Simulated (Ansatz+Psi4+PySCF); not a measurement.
# doublet F2(-): levels of theory in one basis

```xyz
2

F     0.0000    0.0000    0.7103
F     0.0000    0.0000   -0.7103
```

Basis set: aug-cc-pVTZ (spherical functions). Left uncorrelated: 2 orbitals. Correlation on ROHF uses semicanonical orbitals with singles. Charge -1, multiplicity 2.

Computed with Ansatz (development build ahead of 0.2.0) and Psi4 1.11; each method stands on the lowest determinant of its kind that the runs found.

```json
{"method": "ROHF", "E − E(ROHF) (eV)": "0.00", "<S²> of the determinant": "0.75"}
{"method": "UHF", "E − E(ROHF) (eV)": "-0.26", "<S²> of the determinant": "0.76"}
{"method": "UHF-MP2", "E − E(ROHF) (eV)": "-15.01", "<S²> of the determinant": "0.76"}
```

**Question.** What does ROHF-MP2 give on the same scale?

**Answer.** -15.17 eV.
